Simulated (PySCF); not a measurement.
Compound: SiF2H2.
InChI=1S/F2H2Si/c1-3-2/h3H2

The closed-shell ground state was solved at several levels (PySCF, density fitting, gas phase, non-relativistic). Isolated species at its PBE0-D3(BJ)/def2-SVP geometry, gas phase.

```tsv
level	basis functions	total energy (Eh)	HOMO (eV)	LUMO (eV)	gap (eV)	dipole (D)
CAM-B3LYP/def2-SVPD	86	-490.2240	-11.49	1.06	12.55	1.83
PBE0/pcSseg-1	68	-490.1521	-10.00	0.58	10.58	1.76
```

(1) What might KT2/pcSseg-1 (68 basis functions) give for the same quantities?

(2) Over all these levels, which gives the widest orbital gap and which the narrowest?

(3) How far do the dipole and the HOMO energy spread over the levels?

## Answers

(1) Total energy -495.5297 Eh, HOMO -8.52 eV, LUMO -0.43 eV, gap 8.09 eV, dipole 1.63 D.

(2) CAM-B3LYP/def2-SVPD (range-separated hybrid) has the widest, 12.55 eV, and KT2/pcSseg-1 (GGA) the narrowest, 8.09 eV. Functional and basis both differ between the two, so the spread mixes both effects.

(3) The dipole runs from 1.63 to 1.83 D (mean 1.74 D) and the HOMO from -11.49 to -8.52 eV.
